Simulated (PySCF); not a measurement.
**Si2: frontier orbitals**

M06-L at R = 2.365 Å; Si 3-21G; no relativity (PySCF 2.14). State: ³Σg⁻ (triplet), unpaired electrons π ↑↑. Only the outer orbitals are listed.

```
spin  orbital  occ.  ε (eV)  main shells (%)
   α       σg     1  -14.14       87 s, 13 p
   α       σu     1   -9.94            103 s
   α       πu     1   -6.08            100 p
   α       πu     1   -6.08            100 p
   α       σg     1   -5.45       86 p, 14 s
   α       πg     0   -3.33            100 p
   α       πg     0   -3.33            100 p
   β       σg     1  -12.93       87 s, 13 p
   β       σu     1   -8.81             97 s
   β       σg     1   -5.05       85 p, 15 s
   β       πu     0   -4.68            100 p
   β       πu     0   -4.68            100 p
   β       πg     0   -2.08            100 p
```

**Question.** Which are the highest filled and the lowest empty level, where do they sit, and how wide is the gap?

**Answer.** Highest filled β σg at -5.05 eV (in %: 85 p, 15 s); lowest empty β πu at -4.68 eV (in %: 100 p); the gap at M06-L is 0.37 eV.

```json
{"bond order (Mayer)": "1.80", "⟨S²⟩": "2.004"}
```

Shares are Mulliken populations and can fall outside 0 to 100 %.

3-21G is very small, so such numbers show the basis as much as the molecule. The state was picked by a PBE0 search and need not be the measured ground state.
